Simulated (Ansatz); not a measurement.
System: bcc Li. Method: r²SCAN (Ansatz, a first-principles code, plane waves, PAW).

Settings: plane-wave cutoff 500 eV, 30×30×30 k mesh, Fermi–Dirac smearing 0.1 eV, scalar-relativistic PAW data made under PBE.

Computed at the level's own relaxed cell.

### Question
Predict the volume per atom and lattice parameter a.

### Answer

- volume per atom = 21.03 Å³/atom
- lattice parameter a = 3.478 Å

Measured, for comparison: equilibrium volume per atom 20.51 Å³/atom (low-temperature or extrapolated to 0 K; zero-point anharmonic expansion removed; as tabulated in Csonka et al. (2009), arXiv:0903.4037); lattice constant a 3.449 Å (low-temperature or extrapolated to 0 K; zero-point anharmonic expansion removed, our sources range from 3.443 to 3.453; as tabulated in Csonka et al. (2009), arXiv:0903.4037). Computed (rounded) less measured: equilibrium volume per atom +2.5 %, lattice constant a +0.8 % (+0.7 % to +1.0 % over the range).

Static lattice: no zero-point or thermal effects.

Cost on a shared machine: very roughly 40 core-seconds.
